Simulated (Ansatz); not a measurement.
Basis-set extrapolation for `ClC1=NCC1` (PBE0-D4/def2-TZVP geometry, frozen core, Ansatz 0.2.0). Multiplicity 1, RHF reference.

```
                      def2-TZVPP   def2-QZVPP
                 HF  -629.902013  -629.922245
    MP2 correlation    -0.875110    -0.938724
CCSD(T) correlation    -0.952444      not run
```

Energies in hartree. Use E(X) = E(∞) + A·exp(−7.88·√X) for Hartree–Fock and E(X) = E(∞) + B·X^(−2.97) for correlation, with X = 3 and 4, and add CCSD(T) minus MP2 of the smaller set to the MP2 limit.

What is the CCSD(T) energy at the basis-set limit?

HF limit: -629.922245 + (-0.020232) × 0.13774 = -629.92503. MP2 limit: -0.938724 + (-0.063614) × 0.74074 = -0.98585. Higher-order term: -0.952444 − (-0.875110) = -0.07733. Total: -630.98821 hartree, 351.2 kJ/mol below CCSD(T)/def2-TZVPP.
